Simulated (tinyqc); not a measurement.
Ways to converge the cycle: SCF convergence aids in the sto-3g basis, for H2O+, spin multiplicity 2. Computed by the program tinyqc with PySCF. 

Geometry (angstrom):
```
atom,x,y,z
O,0.0000,0.0000,0.0000
H,0.0000,0.7500,0.5220
H,0.0000,-0.7500,0.5220
```

lowest solution found by these runs and by PySCF with stability checks = -74.635936 hartree

UHF with one setting changed at a time; a run stops when the energy changes by less than 1e-09 hartree and the error matrix is below 1e-5. The start is random orbitals. Damping d keeps d of the old density; a shift (hartree) raises the virtual levels; DIIS n extrapolates F over n matrices.

Largest element of the error matrix X^T (FDS - SDF) X:
```
iteration,plain,damping 0.3,damping 0.6,shift 0.4,DIIS 3,DIIS 8
1,7.7e+00,7.7e+00,7.7e+00,7.7e+00,7.7e+00,7.7e+00
2,3.2e-01,2.1e+00,4.4e+00,3.3e-01,3.2e-01,3.2e-01
3,3.6e-02,6.4e-01,2.6e+00,1.4e-01,3.8e-02,3.8e-02
4,3.0e-02,2.0e-01,1.5e+00,5.0e-02,3.0e-02,3.0e-02
5,2.9e-02,6.2e-02,9.1e-01,2.9e-02,2.8e-02,2.8e-02
6,2.7e-02,2.8e-02,5.5e-01,2.8e-02,2.6e-02,2.6e-02
8,2.5e-02,2.7e-02,2.0e-01,2.8e-02,8.0e-03,4.4e-03
10,2.1e-02,2.6e-02,7.5e-02,2.7e-02,7.4e-04,4.9e-04
14,1.6e-02,2.1e-02,2.7e-02,2.3e-02,2.5e-05,9.7e-07
20,9.0e-03,1.5e-02,2.4e-02,1.7e-02,-,-
30,3.4e-03,8.1e-03,1.8e-02,9.6e-03,-,-
45,7.9e-04,3.0e-03,1.1e-02,3.8e-03,-,-
60,1.8e-04,1.1e-03,6.1e-03,1.5e-03,-,-
```

How each run ends:
```
run,iterations,E (hartree),state
plain,>60,-74.635935,"falls steadily but slowly, by a factor of about 0.91 a step"
damping 0.3,>60,-74.635915,"falls steadily but slowly, by a factor of about 0.93 a step"
damping 0.6,>60,-74.635267,"falls steadily but slowly, by a factor of about 0.96 a step"
shift 0.4,>60,-74.635900,"falls steadily but slowly, by a factor of about 0.94 a step"
DIIS 3,17,-74.635936,lowest found
DIIS 8,14,-74.635936,lowest found
```

2 of 6 runs reach the lowest solution found, in 14 to 17 iterations (fastest: DIIS 8). Not converged: plain, damping 0.3, damping 0.6, shift 0.4. DIIS 3 and DIIS 8 gain by cancelling the error over several earlier matrices, much as a quasi-Newton step does.
